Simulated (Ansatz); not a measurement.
C3H2S. The species carries charge 0 and has multiplicity 1.

| atom | x (Å) | y (Å) | z (Å) |
| --- | --- | --- | --- |
| C1 | 0.3606 | 0.5166 | 0.0449 |
| C2 | -0.1654 | 0.1625 | 1.2052 |
| S3 | -0.7420 | -1.0628 | -0.0924 |
| C4 | 0.3073 | 0.0405 | -1.1876 |
| H5 | 0.3087 | -0.1437 | 2.1252 |
| H6 | -0.0692 | 0.4869 | -2.0954 |

Q: What are the harmonic wavenumbers in cm⁻¹ at PBE0-D4/def2-TZVP (Ansatz, finite differences of forces, unscaled)? (Estimate.)

A: Ansatz gave: 333, 400, 510, 544, 696, 813, 968, 995, 1289, 1761, 3266, 3267.

Q: Is this a minimum?

A: Yes, all 12 modes are real.

Q: Give the ideal-gas thermochemistry at 298.15 K and 1 bar (rigid rotor, harmonic oscillator; point group C2, symmetry number 2).

A: Zero-point energy 88.8 kJ/mol; H(298) − E = 102.3 kJ/mol; entropy 272.5 J/(mol·K), of which translation 161.9, rotation 93.3, vibration 17.3; G(298) − E = 21.1 kJ/mol.
